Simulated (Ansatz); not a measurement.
Ansatz (an electronic-structure program) input (CAM-B3LYP/def2-TZVPD):

Ansatz 0.2 input:
```yaml
crystal:
  periodic: [false, false, false]
  atoms:
    - {symbol: N, position_ang: [-0.00000000, -0.00000000, -0.13023549]}
    - {symbol: H, position_ang: [0.00000000, 0.00000000, 0.91164840]}
basis:
  gaussian:
    orbitals: def2-TZVPD
hamiltonian:
  xc: {name: CAM-B3LYP}
total_charge: -1
magnetization: {spin_polarized: true, initial_magnetization: 1}
```

Output:

```
Functional definition: CAM-B3LYP
integrals: 0.00 GiB planned
230 factors; their error is unknown
integrals: 0.04 GiB planned
89 factors; integrals over basis functions are off by at most 4.1e-5 eV
mean field: 0.09 GiB planned
mean field evaluation 1: about -1501.6514 eV, gradient 1.5e1 eV
mean field evaluation 2: about -1501.2915 eV, gradient 2.0e1 eV
mean field evaluation 4: about -1502.7762 eV, gradient 3.1e-1 eV
mean field evaluation 8: about -1502.7759 eV, gradient 1.5e-1 eV
mean field evaluation 16: about -1502.7760 eV, gradient 8.7e-5 eV
mean field -1502.77596251 eV, -55.2259980041 hartree, gradient 8.7e-5 eV, S^2 0.754590; 0 other end points of the search recorded, 0 dependent functions left out
reference -1502.77604580 eV, -55.2260010650 hartree; 5, 4 occupied and 41, 42 virtual orbitals, 230 factors
Total energy: -1502.77604580 eV, -55.2260010650 hartree
```

This state (charge -1, doublet) is run at the relaxed geometry of the species with charge 0 and multiplicity 3.
